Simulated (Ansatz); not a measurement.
C3H3F2N can be A, `FC1(F)CC=N1`, or B, `N=C1[C@@H](F)[C@@H]1F`.

Program: Ansatz. Geometries: PBE0-D4/def2-TZVP. ΔE: electronic, gas phase. CCSD(T)/CBS is the MP2 limit (def2-TZVPP, def2-QZVPP) plus CCSD(T) − MP2 in def2-TZVPP, frozen cores. Functionals use def2-TZVPP. B3LYP here is the variant with VWN-RPA as its local correlation; programs differ in this. Each species was taken in one conformer, which may not be the lowest.

Task: Which isomer does CCSD(T)/CBS put lower? Give the gap. (Best estimate.)

Result: Ansatz gave: A, by 34.5 kcal/mol.

Task: Give E(B) − E(A) in kcal/mol with B3LYP-D4, B3LYP, B2PLYP, CCSD(T)/def2-TZVPP, CCSD/def2-TZVPP, PBE-D4, PBE0-D4. (Estimate.)

Result: Ansatz gave: B3LYP-D4 29.6, B3LYP 29.2, B2PLYP 31.8, CCSD(T)/def2-TZVPP 34.6, CCSD/def2-TZVPP 34.6, PBE-D4 29.0, PBE0-D4 31.7. None reverses the order clearly.

Largest T1 diagnostic: 0.012.

In def2-TZVPP, CCSD(T) changes the Hartree–Fock value by −1.3 kcal/mol (the triples alone add +0.0 kcal/mol) and MP2 by −0.7 kcal/mol. From PBE to PBE0 (25 % exact exchange), in def2-TZVPP and without D4, E(B) − E(A) moves by +2.8 kcal/mol.
